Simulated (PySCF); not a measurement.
Molecule: SMILES C(C=C)[NH+](C)C, [C$_{5}$H$_{12}$N]+.

Atoms are numbered as in `[CH2:1]=[CH:2][CH2:3][NH+:4]([CH3:5])[CH3:6]`; H(Xn) means a hydrogen on atom n. Ha(C1) is cis to C3; Hb(C1) is trans to C3.

Geometry PBE0-D3(BJ)/def2-SVP throughout; GIAO in PySCF, gas phase, one conformer, non-relativistic; equivalent atoms averaged; basis pcSseg-1.

For orientation, BP86 gives these absolute shieldings σ: C2 47.9, C3 115.1, C5/C6 132.8, N4 192.3, H(C2) 25.00, Ha(C1) 25.90, H(N4) 26.64, H(C3) 27.47, H(C5)/H(C6) 28.17 ppm.

A run gave: C2 46.6, C3 120.0, C5/C6 136.2, N4 203.1, H(C2) 25.07, Ha(C1) 25.96, H(N4) 26.92, H(C3) 27.66, H(C5)/H(C6) 28.20 ppm (absolute shieldings σ).

Question: Which functional was used in that run?
A. OPBE
B. CAM-B3LYP
C. BHandHLYP
D. LDA
E. PBE0

Answer: B. C2 tells them apart best: CAM-B3LYP gives 46.6, OPBE gives 59.5, PBE0 gives 51.5, LDA gives 42.3, BHandHLYP gives 50.0 ppm.
